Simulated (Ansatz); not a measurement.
Ansatz timings: P2H4 (diphosphine)

P2H4 has 6 atoms, charge 0, and is taken as a singlet. As SMILES, `PP`. Geometry: relaxed at PBE0-D4/def2-TZVP. This is one conformer, not always the lowest. The run starts from this shape.

```xyz
6

P     0.3651   -1.0488   -0.0823
P    -0.3652    1.0491    0.0781
H    -0.4970   -1.5216    0.9450
H    -0.5721   -1.3929   -1.0949
H     0.5028    1.5246   -0.9429
H     0.5664    1.3896    1.0970
```

Program: Ansatz 0.2.0. Hardware: 1 thread of Arm Neoverse V2, shared host, so times are rough. Ansatz fits the integrals of SCF and DFT runs by default. Its times include its search for lower SCF states.

**Question.** Estimate their order by wall time, quickest first.
A. an optimisation at HF/6-31G* (Cartesian functions)
B. an optimisation at HF/STO-3G
C. an optimisation at B3LYP/6-31G* (Cartesian functions)
D. an optimisation at wB97X-V/def2-TZVP

**Answer.** B (1 s), A (3 s), C (8.4 s), D (37 s).
